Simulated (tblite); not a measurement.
1,1-dichloroethane, C₂H₄Cl₂.
SMILES: `CC(Cl)Cl`

Method: GFN2-xTB as coded in tblite; computed harmonic values from a numerical Hessian at the method's own geometry, unscaled. The method is semi-empirical: single wavenumbers can be off by several per cent or more.

Harmonic wavenumbers (cm⁻¹): 219.4, 250.5, 287.2, 384.6, 629.9, 640.4, 1003.4, 1054.1, 1084.5, 1166.1, 1228.9, 1395.8, 1460.2, 1466.8, 2943.7, 3037.9, 3038.1, 3049.4.

A = 6411, B = 3244, C = 2289 MHz; mass 97.969 u (most abundant isotopes); point group Cs, symmetry number 1.

Problem. What is the zero-point energy?

Solution. Half the sum of the wavenumbers: 12170 cm⁻¹ = 145.59 kJ/mol.

Problem. What is S at 500 K and 1 bar for an ideal gas of classical rigid rotors and harmonic oscillators?

Solution. Translation 176.78, rotation 116.55, vibration 59.95: S = 353.3 J/(mol K).

Problem. And Cp and H(500 K) − H(0)?

Solution. Cp = 103.79 J/(mol K), of which vibrations give 70.53 (their classical limit is 18 R = 149.7); H(500 K) − H(0) = 34.05 kJ/mol without the zero-point energy, 17.43 from vibrations.

Problem. What must be added to the electronic energy to get the Gibbs energy at 500 K and 1 bar?

Solution. ZPE + [H(500 K) − H(0)] − T·S = 145.59 + 34.05 − 176.64 = 3.00 kJ/mol.

Problem. How do the functions run with temperature in this model?

Solution. 
| T (K) | S (J/(mol K)) | Cp (J/(mol K)) | H − H(0) (kJ/mol) | G − H(0) (kJ/mol) | ln q(vib) |
| --- | --- | --- | --- | --- | --- |
| 50 | 216.9 | 34.3 | 1.67 | -9.18 | 0.00 |
| 100 | 243.3 | 43.7 | 3.60 | -20.73 | 0.09 |
| 298.15 | 306.9 | 76.7 | 15.71 | -75.79 | 1.36 |
| 373.15 | 325.3 | 87.6 | 21.88 | -99.51 | 1.96 |
| 750 | 400.0 | 126.4 | 63.04 | -236.95 | 5.10 |
| 1000 | 438.5 | 141.3 | 96.63 | -341.90 | 7.07 |

q(vib) and H(0) count from the zero-point level.

Hindered rotation and anharmonicity are outside this model.
